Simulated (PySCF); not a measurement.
Dissociation curve of SMILES FB(F)F (BF3). The B1–F4 bond (B1 also carries F, F; F4 carries nothing else) is varied alone, starting from the PBE0/def2-TZVP optimised geometry.

- UKS-LDA (SVWN5) = unrestricted LDA (SVWN5)/cc-pVDZ in PySCF 2.14.0
- UKS-PBE = unrestricted PBE/cc-pVDZ (PySCF)
- RKS-M06-2X = PySCF with restricted M06-2X/cc-pVDZ

Magnitude of the dipole moment (D; its direction can reverse along the curve, and a method can change to another solution) and Mulliken charge of the fragment that holds B1:

```json
[
 {"R / Å": "0.98", "μ UKS-LDA (SVWN5)": "1.40", "q UKS-LDA (SVWN5)": "-0.44", "μ UKS-PBE": "1.40", "q UKS-PBE": "-0.41", "μ RKS-M06-2X": "1.50", "q RKS-M06-2X": "-0.37"},
 {"R / Å": "1.05", "μ UKS-LDA (SVWN5)": "1.09", "q UKS-LDA (SVWN5)": "-0.33", "μ UKS-PBE": "1.10", "q UKS-PBE": "-0.31", "μ RKS-M06-2X": "1.18", "q RKS-M06-2X": "-0.25"},
 {"R / Å": "1.11", "μ UKS-LDA (SVWN5)": "0.84", "q UKS-LDA (SVWN5)": "-0.24", "μ UKS-PBE": "0.84", "q UKS-PBE": "-0.22", "μ RKS-M06-2X": "0.90", "q RKS-M06-2X": "-0.16"},
 {"R / Å": "1.17", "μ UKS-LDA (SVWN5)": "0.58", "q UKS-LDA (SVWN5)": "-0.15", "μ UKS-PBE": "0.59", "q UKS-PBE": "-0.13", "μ RKS-M06-2X": "0.63", "q RKS-M06-2X": "-0.08"},
 {"R / Å": "1.23", "μ UKS-LDA (SVWN5)": "0.33", "q UKS-LDA (SVWN5)": "-0.07", "μ UKS-PBE": "0.33", "q UKS-PBE": "-0.05", "μ RKS-M06-2X": "0.36", "q RKS-M06-2X": "0.00"},
 {"R / Å": "1.28", "μ UKS-LDA (SVWN5)": "0.13", "q UKS-LDA (SVWN5)": "-0.01", "μ UKS-PBE": "0.13", "q UKS-PBE": "0.01", "μ RKS-M06-2X": "0.14", "q RKS-M06-2X": "0.07"},
 {"R / Å": "1.31", "μ UKS-LDA (SVWN5)": "0.01", "q UKS-LDA (SVWN5)": "0.02", "μ UKS-PBE": "0.01", "q UKS-PBE": "0.04", "μ RKS-M06-2X": "0.01", "q RKS-M06-2X": "0.10"},
 {"R / Å": "1.34", "μ UKS-LDA (SVWN5)": "0.12", "q UKS-LDA (SVWN5)": "0.05", "μ UKS-PBE": "0.12", "q UKS-PBE": "0.07", "μ RKS-M06-2X": "0.13", "q RKS-M06-2X": "0.13"},
 {"R / Å": "1.39", "μ UKS-LDA (SVWN5)": "0.32", "q UKS-LDA (SVWN5)": "0.10", "μ UKS-PBE": "0.32", "q UKS-PBE": "0.12", "μ RKS-M06-2X": "0.34", "q RKS-M06-2X": "0.18"},
 {"R / Å": "1.43", "μ UKS-LDA (SVWN5)": "0.47", "q UKS-LDA (SVWN5)": "0.14", "μ UKS-PBE": "0.47", "q UKS-PBE": "0.15", "μ RKS-M06-2X": "0.52", "q RKS-M06-2X": "0.21"},
 {"R / Å": "1.51", "μ UKS-LDA (SVWN5)": "0.78", "q UKS-LDA (SVWN5)": "0.19", "μ UKS-PBE": "0.78", "q UKS-PBE": "0.21", "μ RKS-M06-2X": "0.86", "q RKS-M06-2X": "0.27"},
 {"R / Å": "1.64", "μ UKS-LDA (SVWN5)": "1.27", "q UKS-LDA (SVWN5)": "0.26", "μ UKS-PBE": "1.27", "q UKS-PBE": "0.27", "μ RKS-M06-2X": "1.39", "q RKS-M06-2X": "0.33"},
 {"R / Å": "1.78", "μ UKS-LDA (SVWN5)": "1.76", "q UKS-LDA (SVWN5)": "0.30", "μ UKS-PBE": "1.76", "q UKS-PBE": "0.30", "μ RKS-M06-2X": "1.94", "q RKS-M06-2X": "0.37"},
 {"R / Å": "1.96", "μ UKS-LDA (SVWN5)": "2.35", "q UKS-LDA (SVWN5)": "0.32", "μ UKS-PBE": "2.34", "q UKS-PBE": "0.33", "μ RKS-M06-2X": "2.60", "q RKS-M06-2X": "0.40"},
 {"R / Å": "2.14", "μ UKS-LDA (SVWN5)": "2.88", "q UKS-LDA (SVWN5)": "0.33", "μ UKS-PBE": "2.86", "q UKS-PBE": "0.33", "μ RKS-M06-2X": "3.20", "q RKS-M06-2X": "0.41"},
 {"R / Å": "2.34", "μ UKS-LDA (SVWN5)": "3.40", "q UKS-LDA (SVWN5)": "0.33", "μ UKS-PBE": "3.37", "q UKS-PBE": "0.33", "μ RKS-M06-2X": "3.80", "q RKS-M06-2X": "0.41"},
 {"R / Å": "2.61", "μ UKS-LDA (SVWN5)": "3.98", "q UKS-LDA (SVWN5)": "0.33", "μ UKS-PBE": "3.69", "q UKS-PBE": "0.31", "μ RKS-M06-2X": "4.48", "q RKS-M06-2X": "0.40"},
 {"R / Å": "2.91", "μ UKS-LDA (SVWN5)": "4.07", "q UKS-LDA (SVWN5)": "0.30", "μ UKS-PBE": "3.57", "q UKS-PBE": "0.27", "μ RKS-M06-2X": "5.09", "q RKS-M06-2X": "0.39"},
 {"R / Å": "3.18", "μ UKS-LDA (SVWN5)": "4.03", "q UKS-LDA (SVWN5)": "0.27", "μ UKS-PBE": "3.47", "q UKS-PBE": "0.24", "μ RKS-M06-2X": "5.55", "q RKS-M06-2X": "0.38"},
 {"R / Å": "3.56", "μ UKS-LDA (SVWN5)": "4.02", "q UKS-LDA (SVWN5)": "0.25", "μ UKS-PBE": "3.39", "q UKS-PBE": "0.21", "μ RKS-M06-2X": "6.13", "q RKS-M06-2X": "0.38"},
 {"R / Å": "3.92", "μ UKS-LDA (SVWN5)": "4.08", "q UKS-LDA (SVWN5)": "0.23", "μ UKS-PBE": "3.37", "q UKS-PBE": "0.19", "μ RKS-M06-2X": "6.62", "q RKS-M06-2X": "0.38"},
 {"R / Å": "4.56", "μ UKS-LDA (SVWN5)": "4.34", "q UKS-LDA (SVWN5)": "0.21", "μ UKS-PBE": "3.51", "q UKS-PBE": "0.17", "μ RKS-M06-2X": "7.48", "q RKS-M06-2X": "0.37"}
]
```

The unrestricted determinant behind UKS-LDA (SVWN5) is spin-contaminated at 2.91 to 4.56 Å (<S²> up to 0.8, against 0.00 for a pure singlet). At the longest distance UKS-LDA (SVWN5), UKS-PBE, RKS-M06-2X leaves fractional charges on the fragments, a sign of delocalisation error or of the restricted form. The unrestricted determinant behind UKS-PBE is spin-contaminated at 2.61 to 4.56 Å (<S²> up to 0.8, against 0.00 for a pure singlet). The restricted form behind RKS-M06-2X keeps the bonding electrons paired and can't separate into open-shell fragments.
